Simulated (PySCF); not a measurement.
Aziridine, C₂H₅N.
InChI=1S/C2H5N/c1-2-3-1/h3H,1-2H2

Computed, not measured: TDDFT PBE0/def2-SVPD, vertical, gas phase, core orbitals frozen in the response (PySCF). Isolated species at its GFN2-xTB geometry, gas phase.

Question: List the vertical singlet excitations with oscillator strengths and describe the spectrum.

Answer: 

```
state  E (eV)  ν̃ (cm⁻¹)       f  |μ| (D)  symmetry  main configurations (H = HOMO, L = LUMO)
   S1    6.65      53660  0.0018     0.26         –                                 H→L (94%)
   S2    7.42      59870   0.034     1.10        A′                               H→L+2 (93%)
   S3    7.47      60240  0.0052     0.43        A″                               H→L+1 (99%)
   S4    8.20      66110   0.080     1.61        A′                               H→L+3 (98%)
   S5    8.78      70850   0.038     1.07        A″                               H→L+4 (96%)
   S6    9.08      73230   0.010     0.55        A′                               H-1→L (92%)
   S7    9.27      74740  0.0075     0.46        A′                               H→L+5 (92%)
   S8    9.58      77290  0.0006     0.12         –                               H-2→L (96%)
```

Triplets, Tamm–Dancoff:

| state | E (eV) | λ (nm) | main configurations (H = HOMO, L = LUMO) |
| --- | --- | --- | --- |
| T1 | 6.39 | 194.1 | H→L (86%), H→L+2 (13%) |
| T2 | 7.14 | 173.6 | H→L+2 (84%), H→L (13%) |
| T3 | 7.35 | 168.7 | H→L+1 (96%) |

The lowest singlet lies at 6.65 eV (186 nm, vacuum ultraviolet) and is very weak; its leading configuration is HOMO→LUMO (94%). The most intense listed level is S4 at 8.20 eV (151 nm, f = 0.080), 1.54 eV above S1. Löwdin shares by element: HOMO nitrogen 59%, carbon 27%, hydrogen 5% or more; LUMO carbon 44%, hydrogen 28% or more (atoms not listed hold the other 29%). The listed states span 2.93 eV, and the widest gap between neighbours is 0.77 eV (S1 to S2). Orbital energies (eV): HOMO-3 -10.51, HOMO-2 -10.02, HOMO-1 -9.53, HOMO -7.09, LUMO 0.97, LUMO+1 1.61, LUMO+2 1.71. Weighted by f, the mean energy of these states is 8.24 eV. Symmetry labels in Cs follow from the direction of the transition dipole and are given only for states with f of 0.002 or more. Singlets were solved by full linear response, triplets in the Tamm–Dancoff approximation.
